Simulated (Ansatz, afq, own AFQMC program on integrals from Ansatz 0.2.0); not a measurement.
**CH2NSi, doublet in def2-TZVP, levels against AFQMC with the constraint released**

```xyz
5

N     0.7119   -2.2272    0.8793
C     0.4633   -1.1574    0.4978
Si   -0.0402    0.4913   -0.1465
H     0.8917    0.9152   -1.2259
H    -0.1546    1.4573    0.9790
```

Connectivity, by distances: N–C–SiH2.

Basis def2-TZVP. Only valence electrons are correlated. Ansatz 0.2.0 and our own AFQMC program on the same integrals; the CISD trial comes from CCSD amplitudes, and released means the phaseless constraint is let go. ± is one standard error of the sampling.

Determinant: UHF, the one that the program's search chose, which needn't be the lowest solution. The geometry is a PBE0/def2-SVP stationary point of this or a neighbouring charge and spin state.

No full CI on the walks' own integrals is used here. The released AFQMC energy serves as the reference, which it does only where one determinant dominates, the energy is flat over the last release times and near the phaseless one (40 meV or 2 meV an electron, half that with transition metals). On small molecules, where full CI could be run and the noise was under 10 meV, such values lay within 10 meV of it in 19 cases of 20, a flattering rate, since the rule was set on those same cases; what remains of the bias isn't in the error bar.

Cautions: unrestricted determinant slightly spin contaminated (⟨S²⟩ 0.84 against 0.75); the released value is read at 1.00 1/Eh (meV from the phaseless value at times in 1/Eh: -10 ± 8 at 0.24, -15 ± 8 at 0.50, -14 ± 6 at 1.00).

```
T1 diagnostic                               : 0.0302
weight of the determinant in the CISD state : 0.817
⟨S²⟩ of the determinant                     : 0.838
size of the correlated space                : 15 electrons in 104 orbitals
```

| level | correlation energy (eV) |
| --- | --- |
| MP2 | -11.4843 |
| CCSD | -12.2238 |
| CCSD(T) | -12.8352 |

Q: Estimate where phaseless AFQMC with a CISD trial lies against CCSD(T) on the same integrals.

A: 1.08 ± 0.18 kcal/mol below CCSD(T).

Reference: AFQMC with the constraint released, correlation energy -12.896 ± 0.006 eV.

```json
{"level": "CCSD(T)", "E − E(reference) (kcal/mol)": "1.40 ± 0.14", "share of correlation (%)": "99.53"}
{"level": "ph-AFQMC/CISD", "E − E(reference) (kcal/mol)": "0.32 ± 0.22", "share of correlation (%)": "99.89"}
```

Released energies are given only where the last usable release times agree within the noise; a slower fall can still hide under it.
